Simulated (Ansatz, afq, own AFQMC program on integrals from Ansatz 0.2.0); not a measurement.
**NH2O (doublet): AFQMC on the coupled-cluster ladder at distance N1–O2 = 1.354 Å, cc-pVDZ**

Aim: compute NH2O (doublet) with auxiliary-field quantum Monte Carlo on the same integrals as coupled cluster, and set the energies side by side.

Computed with Ansatz 0.2.0, Gaussian basis, and an in-house AFQMC program (afq) on its integrals; all values are calculated. Level: cc-pVDZ, frozen cores.

Plan: PBE (unrestricted); r2SCAN (unrestricted); PBE0 (unrestricted); B3LYP (unrestricted); wB97M-V (unrestricted); B2PLYP (unrestricted); CCSD(T) on UHF; Phaseless AFQMC, CISD trial on UHF; Phaseless AFQMC, single-determinant trial on UHF; Free-projection AFQMC, CISD trial on UHF.

## (1) The system

The geometry derives from a PBE0/def2-TZVP stationary point (not a proven minimum). One bond is set to the value named and the two fragments are kept rigid.

4 atoms, charge 0, spin multiplicity 2.

Atoms are counted from 1 here; the program's logs count them from 0.

Bond lengths: N1–O2 1.354 Å, N1–H3 1.026 Å, O2–H4 0.964 Å. Angles: O2–N1–H3 101.2°, N1–O2–H4 104.4°.

## (2) PBE (unrestricted)

in.yaml

```yaml
crystal:
  periodic: [false, false, false]
  atoms:
    - {symbol: N, position_ang: [0.000000, -0.176115, 0.698274]}
    - {symbol: O, position_ang: [0.000000, 0.150778, -0.615224]}
    - {symbol: H, position_ang: [0.000000, 0.752120, 1.135262]}
    - {symbol: H, position_ang: [0.000000, -0.698120, -1.073059]}
basis:
  gaussian: {orbitals: cc-pVDZ}
magnetization: {spin_polarized: true, initial_magnetization: 1}
hamiltonian: {xc: {name: PBE}}
output: {orbitals: {seedname: orbitals}}
```

Run with:

```sh
ansatz run in.yaml --threads 1 --pin off --events-out ev --progress --plain --max-ram 1382MiB
```

What it wrote:

```text
Functional definition: PBE
  name "PBE"
  cite "Perdew, Burke & Ernzerhof, Phys. Rev. Lett. 77, 3865 (1996) doi:10.1103/PhysRevLett.77.3865"
  parent pbe
  parameter kappa = 0.804
  parameter beta = 0.06672455060314922
  exchange = pbe_x(kappa = kappa, mu = beta*pi^2/3)
  correlation = pbe_c(beta = beta)
449 factors; their error is unknown
mean field evaluation 1: about -3560.6298 eV, gradient 2.4e1 eV
mean field evaluation 2: about -3559.3557 eV, gradient 3.0e1 eV
mean field evaluation 4: about -3563.0796 eV, gradient 8.3e-1 eV
mean field evaluation 8: about -3563.0585 eV, gradient 2.1e-2 eV
mean field -3563.05848561 eV, -130.9399842184 hartree, gradient 4.8e-5 eV, S^2 0.751876; 0 other end points of the search recorded, 0 dependent functions left out
reference -3563.05850295 eV, -130.9399848556 hartree; 9, 8 occupied and 29, 30 virtual orbitals, 449 factors
Total energy: -3563.05850295 eV, -130.9399848556 hartree
```

Run time: 0.75 s. Hardware: 1 thread of Intel Xeon Platinum 8259CL at 2.50GHz (Skylake/Cascade Lake), shared host.

From the report: ⟨S²⟩ of the determinant 0.752 (pure doublet: 0.75).

## (3) r2SCAN (unrestricted)

in.yaml: that of step 2 with these lines changed.

```diff
@@ -10,3 +10,2 @@
 magnetization: {spin_polarized: true, initial_magnetization: 1}
-hamiltonian: {xc: {name: PBE}}
-output: {orbitals: {seedname: orbitals}}
+hamiltonian: {xc: {name: r2SCAN}}
```

Same command.

What it wrote:

```text
Functional definition: r2SCAN
  name "r2SCAN"
  cite "Furness, Kaplan, Ning, Perdew & Sun, J. Phys. Chem. Lett. 11, 8208 (2020) doi:10.1021/acs.jpclett.0c02405"
  cite "Furness, Kaplan, Ning, Perdew & Sun, J. Phys. Chem. Lett. 11, 9248 (2020) doi:10.1021/acs.jpclett.0c03077"
  parent r2scan
  parameter k0 = 0.174
  parameter k1 = 0.065
  parameter a1 = 4.9479
  exchange = r2scan_x(k0 = k0, k1 = k1, a1 = a1)
  correlation = r2scan_c
449 factors; their error is unknown
mean field evaluation 1: about -3563.2126 eV, gradient 2.2e1 eV
mean field evaluation 2: about -3563.0129 eV, gradient 2.3e1 eV
mean field evaluation 4: about -3565.1742 eV, gradient 3.7e-1 eV
mean field evaluation 8: about -3565.1783 eV, gradient 4.4e-2 eV
mean field evaluation 16: about -3565.1525 eV, gradient 1.9e-5 eV
mean field -3565.15252123 eV, -131.0169386082 hartree, gradient 1.9e-5 eV, S^2 0.754017; 0 other end points of the search recorded, 0 dependent functions left out
reference -3565.15252670 eV, -131.0169388089 hartree; 9, 8 occupied and 29, 30 virtual orbitals, 449 factors
Total energy: -3565.15252670 eV, -131.0169388089 hartree
```

Run time: 1.6 s. Hardware: 1 thread of Intel Xeon Platinum 8259CL at 2.50GHz (Skylake/Cascade Lake), shared host.

From the report: ⟨S²⟩ of the determinant 0.754 (pure doublet: 0.75).

## (4) PBE0 (unrestricted)

in.yaml: that of step 3 with these lines changed.

```diff
@@ -10,2 +10,3 @@
 magnetization: {spin_polarized: true, initial_magnetization: 1}
-hamiltonian: {xc: {name: r2SCAN}}
+hamiltonian: {xc: {name: PBE0}}
+output: {orbitals: {seedname: orbitals}}
```

Launched as before.

What it wrote:

```text
Functional definition: PBE0
  name "PBE0"
  cite "Adamo & Barone, J. Chem. Phys. 110, 6158 (1999) doi:10.1063/1.478522"
  cite "Perdew, Burke & Ernzerhof, Phys. Rev. Lett. 77, 3865 (1996) doi:10.1103/PhysRevLett.77.3865"
  parent pbe
  parameter a = 0.25
  parameter kappa = 0.804
  parameter beta = 0.06672455060314922
  exchange = (1 - a)*pbe_x(kappa = kappa, mu = beta*pi^2/3) + a*exact_x
  correlation = pbe_c(beta = beta)
355 factors; integrals over basis functions are off by at most 1.6e-3 eV
mean field evaluation 1: about -3561.4735 eV, gradient 1.9e1 eV
mean field evaluation 2: about -3561.8314 eV, gradient 1.7e1 eV
mean field evaluation 4: about -3562.9450 eV, gradient 9.3e-1 eV
mean field evaluation 8: about -3563.0835 eV, gradient 5.4e-2 eV
mean field evaluation 16: about -3563.0835 eV, gradient 1.0e-4 eV
mean field -3563.08354155 eV, -130.9409050072 hartree, gradient 1.6e-5 eV, S^2 0.753357; 0 other end points of the search recorded, 0 dependent functions left out
reference -3563.08355423 eV, -130.9409054730 hartree; 9, 8 occupied and 29, 30 virtual orbitals, 355 factors
Total energy: -3563.08355423 eV, -130.9409054730 hartree
```

Wall time 0.99 s (1 thread of Intel Xeon Platinum 8259CL at 2.50GHz (Skylake/Cascade Lake), shared host).

From the report: ⟨S²⟩ of the determinant 0.753 (pure doublet: 0.75).

## (5) B3LYP (unrestricted)

in.yaml: that of step 4 with these lines changed.

```diff
@@ -10,3 +10,2 @@
 magnetization: {spin_polarized: true, initial_magnetization: 1}
-hamiltonian: {xc: {name: PBE0}}
-output: {orbitals: {seedname: orbitals}}
+hamiltonian: {xc: {name: B3LYP}}
```

Same command.

What it wrote (excerpt; [...] marks lines left out):

```text
Functional definition: B3LYP
  name "B3LYP"
  cite "Stephens, Devlin, Chabalowski & Frisch, J. Phys. Chem. 98, 11623 (1994) doi:10.1021/j100096a001"
  cite "Becke, Phys. Rev. A 38, 3098 (1988) doi:10.1103/PhysRevA.38.3098"
  cite "Lee, Yang & Parr, Phys. Rev. B 37, 785 (1988) doi:10.1103/PhysRevB.37.785"
  cite "Vosko, Wilk & Nusair, Can. J. Phys. 58, 1200 (1980) doi:10.1139/p80-159"
[...]
355 factors; integrals over basis functions are off by at most 1.6e-3 eV
[...]
mean field -3566.91392467 eV, -131.0816689904 hartree, gradient 1.2e-5 eV, S^2 0.753011; 0 other end points of the search recorded, 0 dependent functions left out
reference -3566.91405272 eV, -131.0816736964 hartree; 9, 8 occupied and 29, 30 virtual orbitals, 355 factors
Total energy: -3566.91405272 eV, -131.0816736964 hartree
```

Run time: 0.99 s. Hardware: 1 thread of Intel Xeon Platinum 8259CL at 2.50GHz (Skylake/Cascade Lake), shared host.

From the report: ⟨S²⟩ of the determinant 0.753 (pure doublet: 0.75).

## (6) wB97M-V (unrestricted)

in.yaml: that of step 5 with these lines changed.

```diff
@@ -10,2 +10,3 @@
 magnetization: {spin_polarized: true, initial_magnetization: 1}
-hamiltonian: {xc: {name: B3LYP}}
+hamiltonian: {xc: {name: wB97M-V}}
+output: {orbitals: {seedname: orbitals}}
```

Same command.

What it wrote (excerpt; [...] marks lines left out):

```text
Functional definition: wB97M-V
  name "wB97M-V"
  cite "Mardirossian & Head-Gordon, J. Chem. Phys. 144, 214110 (2016) doi:10.1063/1.4952647"
  cite "Becke, J. Chem. Phys. 107, 8554 (1997) doi:10.1063/1.475007"
  cite "Vydrov & Van Voorhis, J. Chem. Phys. 133, 244103 (2010) doi:10.1063/1.3521275"
  # Of w^i u^j: cxij and so on, Table III.
[...]
  gx(w, u) = 1 - cx + cx01*u + cx10*w
  gss(w, u) = css00 + css04*u^4 + css10*w + css20*w^2 + css43*w^4*u^3
  gos(w, u) = cos00 + cos10*w + (cos20 + cos21*u)*w^2 + (cos60 + cos61*u)*w^6
[...]
      + integral(e_c_pw_mod_opposite_spin*gos(b97_w_opposite, b97_u_opposite)) + vv10(b, c)
355 factors; integrals over basis functions are off by at most 1.6e-3 eV
95 factors; integrals over basis functions are off by at most 5.5e-6 eV
[...]
mean field -3565.63203519 eV, -131.0345604212 hartree, gradient 3.0e-5 eV, S^2 0.752680; 0 other end points of the search recorded, 0 dependent functions left out
reference -3565.63205605 eV, -131.0345611877 hartree; 9, 8 occupied and 29, 30 virtual orbitals, 355 factors
Total energy: -3565.63205605 eV, -131.0345611877 hartree
```

It took 3.2 s on 1 thread of Intel Xeon Platinum 8259CL at 2.50GHz (Skylake/Cascade Lake), shared host.

From the report: ⟨S²⟩ of the determinant 0.753 (pure doublet: 0.75).

## (7) B2PLYP (unrestricted)

in.yaml: that of step 6 with these lines changed.

```diff
@@ -10,3 +10,3 @@
 magnetization: {spin_polarized: true, initial_magnetization: 1}
-hamiltonian: {xc: {name: wB97M-V}}
-output: {orbitals: {seedname: orbitals}}
+hamiltonian: {xc: {name: B2PLYP}}
+correlation: {electrons: outside_noble_gas}
```

The command is unchanged.

What it wrote (excerpt; [...] marks lines left out):

```text
Functional definition: B2PLYP
  name "B2PLYP"
  cite "Grimme, J. Chem. Phys. 124, 034108 (2006) doi:10.1063/1.2148954"
  cite "Becke, Phys. Rev. A 38, 3098 (1988) doi:10.1103/PhysRevA.38.3098"
  cite "Lee, Yang & Parr, Phys. Rev. B 37, 785 (1988) doi:10.1103/PhysRevB.37.785"
[...]
355 factors; integrals over basis functions are off by at most 1.6e-3 eV
[...]
mean field -3560.66732492 eV, -130.8521106838 hartree, gradient 2.6e-6 eV, S^2 0.755683; 0 other end points of the search recorded, 0 dependent functions left out
2 core orbitals not correlated: weight in the atoms' cores, before any rotation towards them, 1.000 or more for the frozen orbitals, at most 0.000 for the correlated occupied ones
reference -3560.66740495 eV, -130.8521136250 hartree; 7, 6 occupied and 29, 30 virtual orbitals, 355 factors
second order -11.08760775 eV of doubles, -0.00000000 eV of singles
Total energy: -3563.66105904 eV, -130.9621283837 hartree
```

It took 1.3 s on 1 thread of Intel Xeon Platinum 8259CL at 2.50GHz (Skylake/Cascade Lake), shared host.

From the report: ⟨S²⟩ of the determinant 0.756 (pure doublet: 0.75).

## (8) CCSD(T) on UHF

in.yaml: that of step 7 with these lines changed.

```diff
@@ -10,3 +10,2 @@
 magnetization: {spin_polarized: true, initial_magnetization: 1}
-hamiltonian: {xc: {name: B2PLYP}}
-correlation: {electrons: outside_noble_gas}
+correlation: {method: ccsd_t, electrons: outside_noble_gas, hamiltonian_folder: ham}
```

Same command.

What it wrote (excerpt; [...] marks lines left out):

```text
Functional definition: HF
  name "HF"
  cite "Fock, Z. Phys. 61, 126 (1930) doi:10.1007/BF01340294"
  parent pbe
[...]
355 factors; integrals over basis functions are off by at most 1.6e-3 eV
[...]
mean field -3548.29437632 eV, -130.3974132095 hartree, gradient 2.9e-6 eV, S^2 0.760623; 1 other end points of the search recorded, 0 dependent functions left out
determinant -3548.29437632 eV, -130.3974132095 hartree, with singles and doubles -3557.89013130 eV, -130.7500507007 hartree
determinant -3544.92366281 eV, -130.2735417729 hartree, with singles and doubles -3554.40944424 eV, -130.6221378104 hartree
2 core orbitals not correlated: weight in the atoms' cores, before any rotation towards them, 1.000 or more for the frozen orbitals, at most 0.000 for the correlated occupied ones
reference -3548.29437632 eV, -130.3974132095 hartree; 7, 6 occupied and 29, 30 virtual orbitals, 355 factors
second order -9.00169919 eV of doubles, -0.00000000 eV of singles
cycle   1  -9.59536641 eV  change    3.9e-4 eV  update   7.9e-4
[...]
cycle   7  -9.59555519 eV  change    9.6e-6 eV  update   3.0e-6
perturbative correction -0.22665519 eV, -0.0083294246 hartree
Total energy: -3558.11658670 eV, -130.7583727832 hartree
```

Wall time 2.1 s (1 thread of Intel Xeon Platinum 8259CL at 2.50GHz (Skylake/Cascade Lake), shared host).

From the report: ⟨S²⟩ of the determinant 0.761 (pure doublet: 0.75); correlation -9.8222 eV; T1 0.022; largest double amplitude 0.05.

This run also writes the integrals to the folder ham.

## (9) Phaseless AFQMC, CISD trial on UHF

It reads the integrals that the CCSD(T) run on this determinant wrote.

Run with:

```sh
afq ham --method phaseless --trial cisd --walkers 60 --populations 1 --least-time 40 --time-step 0.005 --steps-per-block 50 --equilibration-blocks 28 --max-blocks 300 --target-error 0.00043 --factor-cut 1e-05 --start spin_pure --seed 60 --release-times 0.24,0.51,0.99,1.62,2.4 --release-step 0.03 --release-every 4 --taylor-order 6
```

What it wrote:

```text
orbitals 36  electrons 7 6  factors 278 of 355
reference energy -130.39741321 Eh
CCSD correlation -0.35263014 Eh in 13 cycles, weight of the determinant in the CISD state 0.8913
energy of the start -130.749568 Eh
 block  time / (1/Eh)  mean weight  energy / Eh
     1     0.250  1.0004  -130.745839
     2     0.500  0.9982  -130.751024
     3     0.750  0.9993  -130.751998
     4     1.000  0.9998  -130.752011
     5     1.250  0.9982  -130.754525
     6     1.500  0.9994  -130.751737
     7     1.750  1.0001  -130.751188
     8     2.000  0.9969  -130.755072
     9     2.250  1.0008  -130.759176
    10     2.500  1.0028  -130.763747
    17     4.250  1.0007  -130.752919
    25     6.250  1.0016  -130.749862
    33     8.250  1.0005  -130.760921
    41    10.250  1.0017  -130.751474
    49    12.250  0.9979  -130.762298
    57    14.250  0.9988  -130.761823
    65    16.250  0.9987  -130.763306
    73    18.250  1.0003  -130.755828
    81    20.250  0.9991  -130.766298
    89    22.250  0.9994  -130.756501
    97    24.250  1.0001  -130.761350
   105    26.250  1.0008  -130.750244
   113    28.250  0.9999  -130.756389
   121    30.250  1.0010  -130.753844
   129    32.250  1.0004  -130.757058
   137    34.250  1.0002  -130.754074
   145    36.250  0.9958  -130.759282
   153    38.250  1.0023  -130.764909
   161    40.250  0.9963  -130.756897
   169    42.250  0.9979  -130.757491
   177    44.250  1.0002  -130.768518
   185    46.250  0.9965  -130.792219
   193    48.250  0.9996  -130.753895
   201    50.250  0.9988  -130.762380
   209    52.250  1.0008  -130.760050
   217    54.250  0.9971  -130.762147
   225    56.250  0.9995  -130.763121
   233    58.250  0.9989  -130.760387
   241    60.250  1.0015  -130.755458
   249    62.250  1.0006  -130.759312
   257    64.250  0.9987  -130.759219
   265    66.250  1.0041  -130.753939
   273    68.250  1.0019  -130.750262
   281    70.250  0.9992  -130.757466
   289    72.250  1.0029  -130.756364
   297    74.250  0.9973  -130.755793
   305    76.250  0.9995  -130.755503
   313    78.250  1.0006  -130.757513
   321    80.250  0.9994  -130.758777
blocks merged  error / Eh  count
     1  0.000378  300
     2  0.000464  150
     4  0.000531  75
     8  0.000594  37
    16  0.000686  18
    32  0.000643  9
released: time / (1/Eh)  energy / Eh  error  mean overlap
  0.24  -130.759234  0.000609  0.9951
  0.51  -130.759719  0.000543  0.9850
  0.99  -130.759000  0.000562  1.0045
  1.62  -130.759434  0.000806  1.0000
  2.40  -130.759194  0.001273  1.0236
energy -130.758273 +/- 0.000686 Eh
```

It took 12 min on 1 thread of Intel Xeon Platinum 8259CL at 2.50GHz (Skylake/Cascade Lake), shared host.

Energy -3558.1139 ± 0.0187 eV. Caveats: constraint bias not in the error; error above the target.

## (10) Phaseless AFQMC, single-determinant trial on UHF

It reads the integrals that the CCSD(T) run on this determinant wrote.

Run with:

```sh
afq ham --method phaseless --trial hf --walkers 120 --populations 1 --least-time 40 --time-step 0.005 --steps-per-block 20 --equilibration-blocks 112 --max-blocks 600 --target-error 0.00129 --factor-cut 1e-05 --start spin_pure --seed 7346 --taylor-order 6
```

What it wrote:

```text
orbitals 36  electrons 7 6  factors 278 of 355
reference energy -130.39741321 Eh
CCSD correlation -0.35263014 Eh in 13 cycles, weight of the determinant in the CISD state 0.8913
energy of the start -130.397710 Eh
 block  time / (1/Eh)  mean weight  energy / Eh
     1     0.100  1.0025  -130.503656
     2     0.200  1.0030  -130.568178
     3     0.300  1.0045  -130.600346
     4     0.400  1.0032  -130.654659
     5     0.500  1.0004  -130.665504
     6     0.600  1.0017  -130.721139
     7     0.700  1.0010  -130.693254
     8     0.800  1.0007  -130.693790
     9     0.900  1.0007  -130.705685
    10     1.000  0.9999  -130.737486
    18     1.800  1.0002  -130.768898
    35     3.500  0.9981  -130.747301
    52     5.200  0.9991  -130.766341
    69     6.900  1.0016  -130.784701
    86     8.600  0.9982  -130.756586
   103    10.300  1.0026  -130.736045
   120    12.000  0.9993  -130.781608
   137    13.700  0.9989  -130.757717
   154    15.400  1.0014  -130.746206
   171    17.100  1.0014  -130.789988
   188    18.800  1.0015  -130.740591
   205    20.500  1.0008  -130.759072
   222    22.200  0.9983  -130.699915
   239    23.900  1.0008  -130.783341
   256    25.600  1.0023  -130.765315
   273    27.300  0.9981  -130.773131
   290    29.000  0.9952  -130.787655
   307    30.700  0.9945  -130.754022
   324    32.400  1.0028  -130.723571
   341    34.100  1.0014  -130.771738
   358    35.800  1.0004  -130.710688
   375    37.500  1.0002  -130.810186
   392    39.200  0.9984  -130.782266
   409    40.900  0.9988  -130.761509
   426    42.600  1.0005  -130.825016
   443    44.300  0.9989  -130.728406
   460    46.000  0.9986  -130.777040
   477    47.700  0.9991  -130.718920
   494    49.400  1.0001  -130.748948
   511    51.100  0.9992  -130.802934
   528    52.800  1.0030  -130.807782
   545    54.500  0.9994  -130.787833
   562    56.200  1.0021  -130.712682
   579    57.900  1.0033  -130.734564
   596    59.600  1.0020  -130.762971
   613    61.300  0.9981  -130.756155
   630    63.000  0.9990  -130.717962
   647    64.700  0.9996  -130.730178
   664    66.400  1.0020  -130.837477
   681    68.100  0.9990  -130.694327
   698    69.800  1.0011  -130.824670
blocks merged  error / Eh  count
     1  0.001189  600
     2  0.001531  300
     4  0.001908  150
     8  0.002339  75
    16  0.002738  37
    32  0.002989  18
    64  0.003084  9
energy -130.763339 +/- 0.002989 Eh
```

It took 6 min on 1 thread of Intel Xeon Platinum 8259CL at 2.50GHz (Skylake/Cascade Lake), shared host.

Energy -3558.2517 ± 0.0813 eV. Caveats: constraint bias not in the error; error above the target.

## (11) Free-projection AFQMC, CISD trial on UHF

It reads the integrals that the CCSD(T) run on this determinant wrote.

Run with:

```sh
afq ham --method free --trial cisd --walkers 60 --time-step 0.03 --max-blocks 80 --target-error 0.00043 --factor-cut 1e-05 --seed 3556 --times 0,0.21,0.42,0.81,1.2,1.8,2.4,3 --taylor-order 8
```

What it wrote:

```text
orbitals 36  electrons 7 6  factors 278 of 355
reference energy -130.39741321 Eh
CCSD correlation -0.35263014 Eh in 13 cycles, weight of the determinant in the CISD state 0.8913
repeat  energy at the last time / Eh  error
    10  -130.758959  0.003232
    20  -130.758599  0.002013
    30  -130.757707  0.001364
    40  -130.759078  0.001286
    50  -130.759180  0.001155
    60  -130.758916  0.001075
    70  -130.759098  0.001002
    80  -130.759305  0.000915
time / (1/Eh)  energy / Eh  error  mean overlap
  0.00  -130.750638  0.000365  1.1231
  0.21  -130.756060  0.000322  1.1258
  0.42  -130.758068  0.000342  1.1299
  0.81  -130.759078  0.000375  1.1330
  1.20  -130.759174  0.000456  1.1431
  1.80  -130.759227  0.000617  1.1518
  2.40  -130.760111  0.000819  1.1406
  3.00  -130.759305  0.000915  1.1696
energy -130.759305 +/- 0.000915 Eh
```

Wall time 7.3 min (1 thread of Intel Xeon Platinum 8259CL at 2.50GHz (Skylake/Cascade Lake), shared host).

Energy -3558.1419 ± 0.0249 eV. Caveats: remainder of the start not in the error; error above the target.

## (12) AFQMC on the ladder

On the UHF determinant, counted from CCSD(T) (a yardstick, not exact):

```csv
level,energy (eV),from CCSD(T) (kcal/mol),statistical error (kcal/mol),time
HF,-3548.2944,+226.51,,
MP2,-3557.2961,+18.92,,
CCSD,-3557.8899,+5.23,,
CCSD(T),-3558.1166,0.00,,
"Phaseless AFQMC, CISD trial, step 0.005, 60 walkers",-3558.1139,+0.06,0.43,12 min
"Phaseless AFQMC, single-determinant trial, step 0.005, 120 walkers",-3558.2517,-3.12,1.88,6 min
"Free-projection AFQMC, CISD trial, step 0.03, 60 walkers",-3558.1419,-0.58,0.57,7.3 min
```

The functionals' totals stand on their own zeros and serve differences with other points: PBE -3563.059 eV; r2SCAN -3565.153 eV; PBE0 -3563.084 eV; B3LYP -3566.914 eV; wB97M-V -3565.632 eV; B2PLYP -3563.661 eV.

## (13) Outcome

| quantity | value |
| --- | --- |
| Phaseless AFQMC, CISD trial on UHF from CCSD(T) | +0.06 ± 0.43 kcal/mol |
| Phaseless AFQMC, single-determinant trial on UHF from CCSD(T) | -3.12 ± 1.88 kcal/mol |
| Free-projection AFQMC, CISD trial on UHF from CCSD(T) | -0.58 ± 0.57 kcal/mol |

**Reading.** On UHF the phaseless walk with the CISD trial lies +0.06 kcal/mol from CCSD(T), within three error bars. Free projection has no constraint; at the last time it gives -0.58 ± 0.57 kcal/mol, and from a start that isn't spin pure other spins can mix in. Error bars are statistical and leave out the constraint, the time step and what remains of the start.
